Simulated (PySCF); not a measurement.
# Working with the constants of OF⁺

UHF-CCSD(T) constants of OF⁺, ³Σ⁻ (triplet), unpaired electrons π ↑↑ (PySCF, no relativity, basis sets O cc-pVDZ, F cc-pVDZ; masses 15.9949 and 18.9984 u):

* ωe: 1238.1 cm⁻¹
* ωexe: 20.1 cm⁻¹
* Be: 1.2518 cm⁻¹
* αe: 0.0221 cm⁻¹
* D (centrifugal): 5.12e-06 cm⁻¹
* De to O⁺ + F: 2.27 eV

**Question.** Give the vibrational terms G(v) and spacings up to v = 3.

**Answer.** G(v) = ωe(v+½) − ωexe(v+½)².

```tsv
v	G(v) (cm⁻¹)	G(v) − G(v−1)	Bv (cm⁻¹)
0	614		1.241
1	1812	1198	1.219
2	2970	1158	1.197
3	4087	1117	1.174
```

**Question.** How well does the Morse estimate ωe²/(4ωexe) reproduce De, and what is D0?

**Answer.** It gives 2.36 eV, 104 % of the computed De. D0 = De − G(0) = 2.27 − 0.08 = 2.19 eV.

Correlated steps freeze 2 core orbitals. Correlated levels converge slowly with the basis: in double zeta they bind strong bonds too weakly, by up to about 1 eV, and carry superposition errors of some tenths. For an ion De counts to the pair picked by the measured ionisation energies or electron affinities, which need not be the lowest pair at this level. The CCSD T1 diagnostic is raised, a sign that a single reference may not be enough here. The state was picked by a PBE0 search and need not be the measured ground state.
